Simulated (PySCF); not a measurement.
## Acetyl Chloride: calculation and literature

Atoms are numbered as in `[CH3:1][C:2](=[O:3])[Cl:4]`. Each H is labelled by its parent atom.

The experiment to reproduce: δ 13C C1 33.6; δ 1H H(C1) 2.66 ppm (measured; solution, not stated per compound (mostly CDCl3 or CCl4); Pretsch, Buehlmann, Badertscher, Structure Determination of Organic Compounds, 4th ed. (2009)).
δ 17O O3 504.4 ppm (measured; solution, CH3CN, 313 K; J.-C. Zhuo, Molecules 4 (1999) 320).
δ 17O O3 509.7 ppm (measured; liquid, neat, 295 K; 17O NMR survey of organic solvents and oxofluorinated compounds, PMC5915748).

Level of theory: PBE0-D3(BJ)/def2-TZVP structure, shieldings: GIAO B97-2/pcSseg-2, in PySCF 2.14 (relativity neglected, single conformer, no solvent, one averaged value for each set of equivalent atoms).

What does the calculation give, and how does it compare?

Results:


Reference values: measured (solution, not stated per compound (mostly CDCl3 or CCl4); Pretsch, Buehlmann, Badertscher, Structure Determination of Organic Compounds, 4th ed. (2009)).
| atoms | quantity | reference | computed | computed, scaled |
| --- | --- | --- | --- | --- |
| C1 | δ 13C | 33.6 | 34.8 | 31.5 |
| H(C1) | δ 1H | 2.66 | 2.50 | 2.49 |

Reference values: measured (solution, CH3CN, 313 K; J.-C. Zhuo, Molecules 4 (1999) 320).
```tsv
atoms	quantity	reference	computed	computed, scaled
O3	δ 17O vs H2O (external)	504.4	–	506.6
```

Reference values: measured (liquid, neat, 295 K; 17O NMR survey of organic solvents and oxofluorinated compounds, PMC5915748).
```csv
atoms,quantity,reference,computed,"computed, scaled"
O3,δ 17O vs D2O (external),509.7,–,506.6
```

Computed shifts are σ(ref) − σ with the named reference compound (TMS for H and C) calculated as an isolated molecule at the same level. The measured values may be among those fitted. Scaled to experiment by linear calibration (H and C: mostly CDCl3 data, vs TMS): 13C: δ = 176.83 − 0.965σ -4.5 per attached Cl (rms 2.0 ppm, 507 shifts, 2.1 ppm with the 1 outlier that the fit left out); 1H: δ = 29.81 − 0.938σ (rms 0.14 ppm, 293 shifts, 0.16 ppm with the 4 outliers that the fit left out); 17O: δ = 275.01 − 0.945σ (rms 12.8 ppm, 79 shifts vs liquid water, solution or neat liquid). A few per cent of atoms miss by over 2 rms, more outside the fitted compound classes.
